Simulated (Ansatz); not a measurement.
This script drives Ansatz's Python interface.

`bclh2o.py`:
```python
# -*- coding: utf-8 -*-
'''One bond of BClH2O held at set lengths while the rest relaxes.'''

import ansatz as az
import numpy as np

geometry_ang = [
    ('O', [-0.8313, -0.6096, -0.4916]),
    ('B', [0.3774, -0.0778, 0.0448]),
    ('Cl', [1.0258, 1.5497, -0.5196]),
    ('H', [-1.4984, -0.2043, 0.1085]),
    ('H', [0.9764, -0.7317, 0.8165]),
]
molecule = az.Crystal.molecule()
for symbol, xyz in geometry_ang:
    molecule = molecule.atom(symbol, xyz)

job = (
    molecule.calculation()
    .basis(gaussian='def2-SVP')  # the orbital basis, by name
    .functional('PBE0')
)
symbols = [site.symbol for site in molecule.cartesian_sites]
pairs = [(0, 1), (0, 3), (1, 2), (1, 4)]
print('held (A)   E (eV)        ', '  '.join(f'{symbols[i]}{i}-{symbols[j]}{j}' for i, j in pairs))
for length in [1.08, 1.18, 1.27, 1.41, 1.59]:
    report = job.relax(constraints=[az.DistanceConstraint((1, 4), at=length)], force_tolerance=0.02, max_steps=60).run().report
    xyz = np.array(report['positions_ang'])
    print(f'{length:6.2f} {report["free_energy_ev"]:14.5f}  ', '  '.join(f'{np.linalg.norm(xyz[i] - xyz[j]):.3f}' for i, j in pairs))
```

It is started by `python bclh2o.py`. How long does it take on 1 thread of Arm Neoverse V1, with other jobs on the host, and how much memory does it need?

It took about 76 s, with a peak of 0.2 GiB, for 5 runs of the engine.

`python bclh2o.py` gives:
```text
held (A)   E (eV)         O0-B1  O0-H3  B1-Cl2  B1-H4
DeckWarning: relax.constraints: the input's atoms, or those drawn, lie off the distances that are held; a relaxation that starts there is brought onto them ahead of its first SCF, by positions alone, [...]
  1.08   -15267.50629   1.340  0.965  1.773  1.080
  1.18   -15267.72214   1.338  0.965  1.771  1.180
  1.27   -15267.67583   1.337  0.966  1.768  1.270
  1.41   -15267.33948   1.334  0.966  1.763  1.410
  1.59   -15266.69849   1.332  0.964  1.742  1.590
```
(Warnings from the package without file and line, shortened, repeats left out.)

The settings weren't tested for convergence. The energies are electronic: no zero-point or thermal terms, and the basis set is short of its limit.
